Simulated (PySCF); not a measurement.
## Continuum solvent and chemical shifts

Numbering as in the mapped SMILES `[CH2:1]=[N:2][C:3]([CH3:4])=[O:5]`. Hydrogens are named by the atom that carries them. Ha(C1) is cis to C3; Hb(C1) is trans to C3.

GIAO PBE0/pcSseg-1 in PySCF on one PBE0-D3(BJ)/def2-SVP conformer, non-relativistic, equivalent nuclei averaged. Solvents enter as an IEF-PCM continuum (benzene with ε = 2.3, chloroform with ε = 4.7) around the gas-phase geometry. Shifts are referred to TMS computed in the same medium.

Gas phase, δ in ppm: C3 189.8, C1 159.6, C4 25.9, Ha(C1) 7.65, Hb(C1) 7.15, H(C4) 2.16. Dipole moment 2.77 D.

(1) How does each δ change in the continuum?

(2) Which nuclei move most (in ppm), and what does the model miss?

Answers

(1) 
```csv
atoms,environment,"Δδ, benzene","Δδ, chloroform"
C3,amide carbonyl carbon,+3.2,+4.9
C1,C=N carbon,+4.1,+6.3
C4,methyl carbon α to a carbonyl,+0.8,+1.2
Ha(C1),hydrogen on a C=N carbon,+0.11,+0.17
Hb(C1),hydrogen on a C=N carbon,+0.15,+0.23
H(C4),hydrogen on a methyl carbon α to a carbonyl,+0.10,+0.14
```

Changes are relative to the gas phase. The dipole moment becomes 3.04 D in benzene, 3.24 D in chloroform.

(2) C1 (C=N carbon, +6.3 ppm) in chloroform. A continuum only polarises the solute; specific hydrogen bonds, the anisotropy of aromatic solvents and changes of geometry or conformer are outside it.
